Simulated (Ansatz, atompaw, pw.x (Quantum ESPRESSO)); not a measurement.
## pw.x on bcc Al: one setting changed

Potential: PAW, atompaw 4.2.0.5, PBEsol; core [Ne], reference 3s2 3p1; waves: 3s (bound): rc 3.00 bohr; 3s channel at -0.25 Ry: rc 3.00 bohr; 3p (bound): rc 2.85 bohr; 3p channel at 2.35 Ry: rc 2.85 bohr; 3d channel at 0.45 Ry: rc 3.00 bohr; 3d channel at 1.4 Ry: rc 3.00 bohr; local part: troulliermartins scheme with l = 3 at 0 Ry, radius 2.95 bohr; core correction: smooth core density matched at 1.60 bohr; augmentation: sinc compensation charge, radius 2.20 bohr; PAW radius 3.00 bohr; waves and projectors: custom polynom gramschmidtortho.

The reference run (k-mesh 14³, cutoffs 40/400 Ry, Fermi–Dirac 0.01 Ry, mixing_beta 0.4, conv_thr 1e-9, no spin) gives 0.25 GPa at 16.575 Å³/atom, where all-electron LAPW gives 0.16 GPa. This run, with its own iteration cap, changes mixing_beta to 0.002, a wrong or extreme entry chosen on purpose.

```
&control
  calculation='scf', prefix='x', pseudo_dir='./', outdir='./tmp', tstress=.true., disk_io='none'
/
&system
  ibrav=0, nat=1, ntyp=1, ecutwfc=40, ecutrho=400, nbnd=8,
  occupations='smearing', smearing='fd', degauss=0.01
/
&electrons
  conv_thr=1e-09, mixing_beta=0.002, electron_maxstep=70
/
ATOMIC_SPECIES
Al 1.0 Al.UPF
CELL_PARAMETERS angstrom
  -1.60619344 1.60619344 1.60619344
  1.60619344 -1.60619344 1.60619344
  1.60619344 1.60619344 -1.60619344
ATOMIC_POSITIONS crystal
Al 0.0000 0.0000 0.0000
K_POINTS automatic
14 14 14 0 0 0
```

```bash
pw.x < Al.scf.in > Al.scf.out
```

Q: How does the run end?

A: It converges in 20 iterations; the free energy moves by +0.0 meV/atom and the pressure by +0.00 GPa. The result is that of the reference run.

```
Message from routine setup:
     using ibrav=0 with symmetry is DISCOURAGED, use correct ibrav instead
     lattice parameter (alat)  =       5.2572  a.u.
     unit-cell volume          =     111.8536 (a.u.)^3
     number of electrons       =         3.00
     number of Kohn-Sham states=            8
     kinetic-energy cutoff     =      40.0000  Ry
     charge density cutoff     =     400.0000  Ry
     scf convergence threshold =      1.0E-09
     Exchange-correlation= SLA PW PSX PSC
     number of k points=   104  Fermi-Dirac smearing, width (Ry)=  0.0100
     iteration #  1     ecut=    40.00 Ry     beta= 0.00
     total energy              =     -38.51175446 Ry
     estimated scf accuracy    <       0.00573200 Ry
     iteration #  2     ecut=    40.00 Ry     beta= 0.00
     total energy              =     -38.51051220 Ry
     estimated scf accuracy    <       0.00565783 Ry
     iteration #  3     ecut=    40.00 Ry     beta= 0.00
     negative rho (up, down):  1.733E-05 0.000E+00
     total energy              =     -38.50933044 Ry
     estimated scf accuracy    <       0.00268709 Ry
     iteration #  4     ecut=    40.00 Ry     beta= 0.00
     negative rho (up, down):  2.836E-05 0.000E+00
     total energy              =     -38.50952202 Ry
     estimated scf accuracy    <       0.00002207 Ry
     iteration #  5     ecut=    40.00 Ry     beta= 0.00
     negative rho (up, down):  2.781E-05 0.000E+00
     total energy              =     -38.50952957 Ry
     estimated scf accuracy    <       0.00006806 Ry
     iteration #  6     ecut=    40.00 Ry     beta= 0.00
     negative rho (up, down):  3.002E-05 0.000E+00
     total energy              =     -38.50953601 Ry
     estimated scf accuracy    <       0.00006525 Ry
     [... 8 iterations left out ...]
     iteration # 15     ecut=    40.00 Ry     beta= 0.00
     negative rho (up, down):  1.136E-05 0.000E+00
     total energy              =     -38.50950297 Ry
     estimated scf accuracy    <       0.00000057 Ry
     iteration # 16     ecut=    40.00 Ry     beta= 0.00
     negative rho (up, down):  1.086E-05 0.000E+00
     total energy              =     -38.50950296 Ry
     estimated scf accuracy    <       0.00000038 Ry
     iteration # 17     ecut=    40.00 Ry     beta= 0.00
     negative rho (up, down):  2.226E-06 0.000E+00
     total energy              =     -38.50950291 Ry
     estimated scf accuracy    <       0.00000035 Ry
     iteration # 18     ecut=    40.00 Ry     beta= 0.00
     negative rho (up, down):  1.117E-06 0.000E+00
     total energy              =     -38.50950292 Ry
     estimated scf accuracy    <          9.0E-09 Ry
     iteration # 19     ecut=    40.00 Ry     beta= 0.00
     negative rho (up, down):  1.299E-06 0.000E+00
     total energy              =     -38.50950293 Ry
     estimated scf accuracy    <       0.00000005 Ry
     iteration # 20     ecut=    40.00 Ry     beta= 0.00
     negative rho (up, down):  1.471E-06 0.000E+00
     the Fermi energy is     7.8316 ev
!    total energy              =     -38.50950293 Ry
     estimated scf accuracy    <          1.9E-11 Ry
     smearing contrib. (-TS)   =      -0.00173760 Ry
     The total energy is F=E-TS. E is the sum of the following terms:
     one-electron contribution =       3.16046879 Ry
     hartree contribution      =       0.00485884 Ry
     xc contribution           =      -2.33788959 Ry
     ewald contribution        =      -5.39542568 Ry
     one-center paw contrib.   =     -33.93977768 Ry
     convergence has been achieved in  20 iterations
     negative rho (up, down):  1.471E-06 0.000E+00
          total   stress  (Ry/bohr**3)                   (kbar)     P=        2.54
     Message from routine punch:
     Nothing written, as per user request (disk_io='none')
```

The run took about 10 s on one core of a shared host (AMD EPYC 9R45 96-Core Processor, 96 threads, 376 GiB, load 60).
